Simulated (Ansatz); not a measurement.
**C4H4: a ladder of functionals and wavefunction methods**

The task here is to estimate one member of a computed series from the others.

Program: Ansatz 0.2.0, Gaussian basis. Level of theory: functionals in def2-TZVPP, the program's frozen cores in correlated methods. These are calculated values, not measurements.

Plan: LDA (SPW92), PBE-D4, revPBE-D4, BLYP-D4, r2SCAN-D4, B97M-V, PBE0-D4, B3LYP-D4, r2SCANh-D4, r2SCAN0-D4, HSE06-D4, BHLYP-D4, CAM-B3LYP-D4, LC-ωPBE, ωB97X-V, ωB97M-V, B2PLYP, PBE-QIDH; CCSD(T)/def2-SVP; CCSD(T)/def2-TZVPP; MP2/def2-QZVPP; extrapolation to the limit; RPA on PBE.

## The geometry

An earlier PBE0-D4 in a triple-zeta def2 set relaxation fixed the geometry.

SMILES `C=C1C=C1`, 8 atoms, charge 0, spin multiplicity 1.

Atoms are counted from 1 here; the program's logs count them from 0.

Bond lengths: C1–C2 1.324 Å, C1–H5 1.082 Å, C1–H6 1.082 Å, C2–C3 1.432 Å, C2–C4 1.432 Å, C3–C4 1.313 Å, C3–H7 1.078 Å, C4–H8 1.078 Å. Angles: C2–C1–H5 120.8°, C2–C1–H6 120.8°, H5–C1–H6 118.3°, C1–C2–C3 152.7°, C1–C2–C4 152.7°, C3–C2–C4 54.6°, C2–C3–C4 62.7°, C2–C3–H7 149.4°, C4–C3–H7 147.9°, C2–C4–C3 62.7°, C2–C4–H8 149.4°, C3–C4–H8 147.9°.

Geometry (Å):

```xyz
8
C4H4
C    -0.8151    1.1954   -0.1734
C    -0.0697    0.1110   -0.0233
C     1.1879   -0.5592    0.1190
C     0.1055   -1.3029    0.1229
H    -1.8931    1.1233   -0.2335
H    -0.3614    2.1755   -0.2389
H     2.2631   -0.5111    0.1812
H    -0.3249   -2.2890    0.1904
```

The first run:

in.yaml reads:

```yaml
crystal:
  periodic: [false, false, false]
  atoms:
    - {symbol: C, position_ang: [-0.815148, 1.195354, -0.173405]}
    - {symbol: C, position_ang: [-0.069726, 0.111025, -0.023319]}
    - {symbol: C, position_ang: [1.187892, -0.559248, 0.118989]}
    - {symbol: C, position_ang: [0.105463, -1.302860, 0.122853]}
    - {symbol: H, position_ang: [-1.893130, 1.123281, -0.233539]}
    - {symbol: H, position_ang: [-0.361380, 2.175483, -0.238943]}
    - {symbol: H, position_ang: [2.263084, -0.511127, 0.181217]}
    - {symbol: H, position_ang: [-0.324857, -2.289007, 0.190444]}
basis:
  gaussian: {orbitals: def2-TZVPP}
hamiltonian: {xc: lda}
output: {orbitals: {seedname: orbitals}}
```

Run with:

```console
$ ansatz run in.yaml --threads 2 --pin off --events-out ev --progress --plain --max-ram 4352MiB
```

Steps of the session up to this table: LDA; PBE-D4 (GGA); revPBE-D4 (GGA); BLYP-D4 (GGA); r2SCAN-D4 (meta-GGA); B97M-V (meta-GGA); PBE0-D4 (hybrid); B3LYP-D4 (hybrid); r2SCANh-D4 (hybrid); r2SCAN0-D4 (hybrid); HSE06-D4 (hybrid); BHLYP-D4 (hybrid); CAM-B3LYP-D4 (range-separated); LC-ωPBE (range-separated); ωB97X-V (range-separated); ωB97M-V (range-separated); B2PLYP (double hybrid); PBE-QIDH (double hybrid).

One table of the session follows, with a row left open; its other results are not shown here.

It belongs to the step «Frontier levels by functional». 

| functional | HOMO (eV) | gap (eV) |
| --- | --- | --- |
| LDA (SPW92) | -5.18 | 3.26 |
| PBE-D4 | -4.98 | 3.31 |
| revPBE-D4 | -4.92 | 3.33 |
| BLYP-D4 | -4.82 | 3.27 |
| r2SCAN-D4 | ? | ? |
| B97M-V | -5.08 | 3.78 |
| PBE0-D4 | -6.00 | 5.43 |
| B3LYP-D4 | -5.79 | 4.96 |
| r2SCANh-D4 | -5.50 | 4.50 |
| r2SCAN0-D4 | -6.09 | 5.67 |
| HSE06-D4 | -5.60 | 4.64 |
| BHLYP-D4 | -6.84 | 7.43 |
| CAM-B3LYP-D4 | -7.27 | 7.88 |
| LC-ωPBE | -8.63 | 10.49 |
| ωB97X-V | -8.23 | 10.00 |
| ωB97M-V | -8.14 | 9.77 |

**Question.** Estimate the row for r2SCAN-D4.

Worked estimate for «HOMO (eV)». Against the share of exact exchange, r2SCANh-D4 (0.1, -5.50), r2SCAN0-D4 (0.25, -6.09) give a slope of -3.93 per unit share; at 0 the line stands at -5.11.

**Answer.** HOMO (eV): -5.11; gap (eV): 3.71. In «HOMO (eV)» the line misses by 0.00.
